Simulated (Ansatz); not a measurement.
The cluster Al₂H₂⁺. The state is a doublet with charge 1. Geometry PBE-D4/def2-TZVP; atoms count from 1.

```csv
atom,x (Å),y (Å),z (Å)
Al1,-1.0201,-0.7471,0.6674
Al2,1.0280,0.7453,-0.6573
H3,0.3829,-0.9596,-0.4891
H4,-0.3908,0.9615,0.4790
```

The structure comes from a short search, and lower isomers may exist.

**Question.** Estimate the Mulliken populations from the PBE0/def2-TZVP orbitals of Ansatz.

**Answer.** 
```csv
atom,charge (e),spin (α − β)
Al1,0.51,0.44
Al2,0.51,0.44
H3,-0.01,0.06
H4,-0.01,0.06
```
Mulliken values depend strongly on the basis.

**Question.** Where does the spin sit?

**Answer.** Summed by element: Al 0.88, H 0.12, of 1 unpaired in all. Largest on single atoms: Al1 0.44, Al2 0.44, H3 0.06.

**Question.** And the Mayer bond orders between heavy atoms (over 0.3)?

**Answer.** Al1–Al2 0.54 (2.86 Å).
